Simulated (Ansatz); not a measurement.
# AlSiH5 (singlet): wave-function methods side by side at distance Al1–H4 along a hydrogen transfer = 1.960 Å, cc-pVTZ

How much of the correlation energy of AlSiH5 (singlet) does each wave-function method recover here?

The runs use Ansatz 0.2.0, Gaussian basis; cc-pVTZ, core rule «outside noble gas», up to 10 orbitals frozen.

The runs, in order: UHF; CCSD(T) on RHF; CCSD(T) on UHF; BCCD(T) on RHF; CCSDT(Q) on RHF.

## 1. What is computed

The geometry derives from fragments relaxed apart (PBE0/def2-TZVP) and kept rigid, so it is no stationary point. A hydrogen atom is moved between rigid fragments.

7 atoms, charge 0, spin multiplicity 1.

Atoms are counted from 1 here; the program's logs count them from 0.

Bond lengths: Al1–H2 1.586 Å, Al1–H3 1.586 Å, Al1–H4 1.960 Å, H4–Si5 1.440 Å, Si5–H6 1.526 Å, Si5–H7 1.526 Å. Angles: H2–Al1–H3 120.0°, H2–Al1–H4 120.0°, H3–Al1–H4 120.0°, Al1–H4–Si5 180.0°, H4–Si5–H6 113.7°, H4–Si5–H7 113.7°, H6–Si5–H7 91.2°.

Coordinates:

```xyz
7
AlH5Si
Al   -1.72952    0.02932    0.00000
H    -2.52244    1.40271    0.00000
H    -2.52244   -1.34406    0.00000
H     0.23048    0.02932    0.00000
Si    1.67048    0.02932    0.00000
H     2.28266   -0.84496    1.09001
H     2.28266   -0.84496   -1.09001
```

In the tables R marks a restricted determinant and U an unrestricted one; energies count from the table's Hartree-Fock row.

## 2. UHF

The input, in.yaml:

```yaml
crystal:
  periodic: [false, false, false]
  atoms:
    - {symbol: Al, position_ang: [-1.729522, 0.029322, 0.000000]}
    - {symbol: H, position_ang: [-2.522445, 1.402706, 0.000000]}
    - {symbol: H, position_ang: [-2.522445, -1.344062, 0.000000]}
    - {symbol: H, position_ang: [0.230478, 0.029322, 0.000000]}
    - {symbol: Si, position_ang: [1.670478, 0.029322, 0.000000]}
    - {symbol: H, position_ang: [2.282659, -0.844962, 1.090012]}
    - {symbol: H, position_ang: [2.282659, -0.844962, -1.090012]}
basis:
  gaussian: {orbitals: cc-pVTZ}
magnetization: {spin_polarized: true, initial_magnetization: 0}
hamiltonian: {xc: hf}
output: {orbitals: {seedname: orbitals}}
```

Started as:

```bash
$ ansatz run in.yaml --threads 1 --pin off --events-out ev --progress --plain --max-ram 4096MiB --backend cpu
```

The log of the run:

```text
Functional definition: HF
  name "HF"
  cite "Fock, Z. Phys. 61, 126 (1930) doi:10.1007/BF01340294"
  parent pbe
  exchange = exact_x
  correlation = 0
997 factors; their error is unknown
mean field evaluation 1: about -14518.9395 eV, gradient 1.1e1 eV
mean field evaluation 2: about -14520.2833 eV, gradient 3.7e0 eV
mean field evaluation 4: about -14520.4414 eV, gradient 2.2e-1 eV
mean field evaluation 8: about -14520.7299 eV, gradient 8.4e-4 eV
mean field evaluation 16: about -14520.7930 eV, gradient 6.6e-1 eV
mean field evaluation 32: about -14520.6574 eV, gradient 1.9e-1 eV
mean field evaluation 64: about -14520.6011 eV, gradient 1.7e0 eV
mean field evaluation 96: about -14519.0804 eV, gradient 8.5e0 eV
mean field evaluation 128: about -14520.0420 eV, gradient 4.1e0 eV
mean field evaluation 160: about -14520.7298 eV, gradient 1.0e-2 eV
mean field -14520.95249719 eV, -533.6351616165 hartree, gradient 1.5e-5 eV, S^2 0.701275; 7 other end points of the search recorded, 0 dependent functions left out
reference -14520.95249719 eV, -533.6351616165 hartree; 16, 16 occupied and 122, 122 virtual orbitals, 997 factors
Total energy: -14520.95249719 eV, -533.6351616165 hartree
```

Wall time 15 s (1 thread of AMD EPYC 7R13, shared host); peak memory 0.36 GiB.

From the report: ⟨S²⟩ of the determinant 0.701 (pure singlet: 0.00). The determinant is far from a pure spin state, so its energy mixes those of several spin states (harmless only where they are near-degenerate, as at dissociation).

The unrestricted solution breaks the spin symmetry, so the restricted determinant is unstable here.

## 3. CCSD(T) on RHF

Changes to in.yaml since step 2:

```diff
@@ -12,4 +12,3 @@
   gaussian: {orbitals: cc-pVTZ}
-magnetization: {spin_polarized: true, initial_magnetization: 0}
-hamiltonian: {xc: hf}
-output: {orbitals: {seedname: orbitals}}
+magnetization: {spin_polarized: false}
+correlation: {method: ccsd_t, electrons: outside_noble_gas}
```

Started as:

```bash
$ ansatz run in.yaml --threads 2 --pin off --events-out ev --progress --plain --max-ram 24576MiB --backend cuda --devices 0, --max-vram 18GiB
```

The log of the run, cut to the lines that bear on the results:

```text
Functional definition: HF
  name "HF"
  cite "Fock, Z. Phys. 61, 126 (1930) doi:10.1007/BF01340294"
  parent pbe
[...]
801 factors; integrals over basis functions are off by at most 1.2e-3 eV
[...]
mean field -14520.73029113 eV, -533.6269956945 hartree, gradient 9.0e-6 eV, S^2 0.000000; 0 other end points of the search recorded, 0 dependent functions left out; unrestricted orbitals would lower it
10 core orbitals not correlated: weight in the atoms' cores, before any rotation towards them, 1.000 or more for the frozen orbitals, at most 0.000 for the correlated occupied ones
reference -14520.73029113 eV, -533.6269956945 hartree; 6, 6 occupied and 122, 122 virtual orbitals, 801 factors
second order -6.10323351 eV of doubles, -0.00000000 eV of singles
cycle   1  -6.96241930 eV  change   -8.6e-1 eV  update   8.9e-2
[...]
cycle  14  -7.36694009 eV  change   -4.5e-6 eV  update   2.1e-6
perturbative correction -0.26184930 eV, -0.0096227842 hartree
Total energy: -14528.35908052 eV, -533.9073485336 hartree
```

Run time: 6.5 s. Hardware: 1 × H100 (card shared with other runs) with 2 threads of AMD EPYC 7R13, shared host; peak host memory 0.79 GiB.

From the report: correlation -7.6288 eV; T1 0.028; largest double amplitude 0.11.

## 4. CCSD(T) on UHF

Changes to in.yaml since step 3:

```diff
@@ -12,3 +12,3 @@
   gaussian: {orbitals: cc-pVTZ}
-magnetization: {spin_polarized: false}
+magnetization: {spin_polarized: true, initial_magnetization: 0}
 correlation: {method: ccsd_t, electrons: outside_noble_gas}
```

The command is unchanged.

The log of the run, cut to the lines that bear on the results:

```text
Functional definition: HF
  name "HF"
  cite "Fock, Z. Phys. 61, 126 (1930) doi:10.1007/BF01340294"
  parent pbe
[...]
801 factors; integrals over basis functions are off by at most 1.2e-3 eV
[...]
mean field -14520.95293353 eV, -533.6351776517 hartree, gradient 3.0e-6 eV, S^2 0.701275; 16 other end points of the search recorded, 0 dependent functions left out
determinant -14520.95293353 eV, -533.6351776517 hartree, with singles and doubles -14528.18230903 eV, -533.9008523013 hartree
determinant -14520.26594871 eV, -533.6099314254 hartree, with singles and doubles -14527.07165237 eV, -533.8600364218 hartree
determinant -14519.58369570 eV, -533.5848590898 hartree, with singles and doubles -14526.95069145 eV, -533.8555911900 hartree
determinant -14520.73029113 eV, -533.6269956945 hartree, with singles and doubles -14528.30749440 eV, -533.9054527788 hartree
10 core orbitals not correlated: weight in the atoms' cores, before any rotation towards them, 1.000 or more for the frozen orbitals, at most 0.000 for the correlated occupied ones
reference -14520.95293353 eV, -533.6351776517 hartree; 6, 6 occupied and 122, 122 virtual orbitals, 801 factors
second order -5.60408232 eV of doubles, -0.00000000 eV of singles
cycle   1  -7.02735766 eV  change   -5.0e-1 eV  update   3.1e-2
[...]
cycle  14  -7.09032276 eV  change    6.0e-6 eV  update   9.0e-6
perturbative correction -0.26691756 eV, -0.0098090395 hartree
Total energy: -14528.31017385 eV, -533.9055512467 hartree
```

Wall time 20 s (1 × H100 (card shared with other runs) with 2 threads of AMD EPYC 7R13, shared host); peak host memory 0.83 GiB.

From the report: ⟨S²⟩ of the determinant 0.701 (pure singlet: 0.00); correlation -7.3572 eV; T1 0.089; largest double amplitude 0.11. The determinant is far from a pure spin state, so its energy mixes those of several spin states (harmless only where they are near-degenerate, as at dissociation).

## 5. BCCD(T) on RHF

Changes to in.yaml since step 4:

```diff
@@ -12,3 +12,3 @@
   gaussian: {orbitals: cc-pVTZ}
-magnetization: {spin_polarized: true, initial_magnetization: 0}
-correlation: {method: ccsd_t, electrons: outside_noble_gas}
+magnetization: {spin_polarized: false}
+correlation: {method: bccd_t, electrons: outside_noble_gas}
```

Same command.

The log of the run, cut to the lines that bear on the results:

```text
Functional definition: HF
  name "HF"
  cite "Fock, Z. Phys. 61, 126 (1930) doi:10.1007/BF01340294"
  parent pbe
[...]
801 factors; integrals over basis functions are off by at most 1.2e-3 eV
[...]
mean field -14520.73029113 eV, -533.6269956945 hartree, gradient 9.0e-6 eV, S^2 0.000000; 0 other end points of the search recorded, 0 dependent functions left out; unrestricted orbitals would lower it
10 core orbitals not correlated: weight in the atoms' cores, before any rotation towards them, 1.000 or more for the frozen orbitals, at most 0.000 for the correlated occupied ones
reference -14520.73029113 eV, -533.6269956945 hartree; 6, 6 occupied and 122, 122 virtual orbitals, 801 factors
second order -6.10323351 eV of doubles, -0.00000000 eV of singles
cycle   1  -6.97756333 eV  change   -8.7e-1 eV  update   8.9e-2
[...]
cycle  14  -7.35495443 eV  change   -4.4e-6 eV  update   2.1e-6
perturbative correction -0.27251614 eV, -0.0100147833 hartree
Total energy: -14528.35776169 eV, -533.9073000676 hartree
```

It took 7 s on 1 × H100 (card shared with other runs) with 2 threads of AMD EPYC 7R13, shared host; peak host memory 0.8 GiB.

From the report: correlation -7.6275 eV; largest double amplitude 0.11.

## 6. CCSDT(Q) on RHF

Changes to in.yaml since step 5:

```diff
@@ -13,2 +13,2 @@
 magnetization: {spin_polarized: false}
-correlation: {method: bccd_t, electrons: outside_noble_gas}
+correlation: {method: ccsdt_q, electrons: outside_noble_gas}
```

Same command.

The log of the run, cut to the lines that bear on the results:

```text
Functional definition: HF
  name "HF"
  cite "Fock, Z. Phys. 61, 126 (1930) doi:10.1007/BF01340294"
  parent pbe
[...]
1737 factors; integrals over basis functions are off by at most 1.9e-7 eV
[...]
mean field -14520.73030223 eV, -533.6269961024 hartree, gradient 3.4e-6 eV, S^2 0.000000; 0 other end points of the search recorded, 0 dependent functions left out; unrestricted orbitals would lower it
10 core orbitals not correlated: weight in the atoms' cores, before any rotation towards them, 1.000 or more for the frozen orbitals, at most 0.000 for the correlated occupied ones
reference -14520.73030223 eV, -533.6269961024 hartree; 6, 6 occupied and 122, 122 virtual orbitals, 1737 factors
second order -6.10327337 eV of doubles, -0.00000000 eV of singles
cycle   1  -6.96237729 eV  change   -8.6e-1 eV  update   1.0e-1
[...]
cycle  19  -7.67607041 eV  change    8.9e-7 eV  update   6.9e-7
perturbative correction -0.01789959 eV, -0.0006577980 hartree
Total energy: -14528.42427224 eV, -533.9097442850 hartree
```

Wall time 63 s (1 × H100 (card shared with other runs) with 2 threads of AMD EPYC 7R13, shared host); peak host memory 0.86 GiB.

From the report: correlation -7.6940 eV; T1 0.034; largest double amplitude 0.16.

## 7. All levels against the top one

No level here is safe as a reference; RCCSDT(Q) serves as a yardstick only. Rows without a time come out of other runs: HF, MP2 and CCSD of CCSD(T), CCSDT of CCSDT(Q).

Differences are taken before rounding.

| method | energy from the lowest RHF (kcal/mol) | from RCCSDT(Q) (kcal/mol) | time |
| --- | --- | --- | --- |
| RHF | 0.00 | +177.43 |  |
| UHF | -5.13 | +172.29 |  |
| RMP2 | -140.74 | +36.68 |  |
| UMP2 | -134.37 | +43.06 |  |
| RCCSD | -169.89 | +7.54 |  |
| UCCSD | -168.64 | +8.79 |  |
| RCCSD(T) | -175.92 | +1.50 | 6.5 s |
| UCCSD(T) | -174.80 | +2.63 | 20 s |
| BCCD(T) | -175.89 | +1.53 | 7 s |
| RCCSDT | -177.01 | +0.41 |  |
| RCCSDT(Q) | -177.43 | 0 | 63 s |

## 8. Outcome

| quantity | value |
| --- | --- |
| RCCSDT(Q) below the RHF energy | -7.6940 eV |
| RMP2 from RCCSDT(Q) | +36.68 kcal/mol |
| UMP2 from RCCSDT(Q) | +43.06 kcal/mol |
| RCCSD from RCCSDT(Q) | +7.54 kcal/mol |
| RCCSD(T) from RCCSDT(Q) | +1.50 kcal/mol |
| UCCSD(T) from RCCSDT(Q) | +2.63 kcal/mol |
| T1 diagnostic | 0.028 |

What this shows: RCCSD(T) misses by +1.50 kcal/mol, 0.8 % of the correlation energy. CCSD(T) misses by +1.50 kcal/mol on the restricted determinant and by +2.63 kcal/mol on the unrestricted one; the two need not hold the same state or core. Warnings: restricted reference is unstable; spin contamination; large T1 diagnostic.
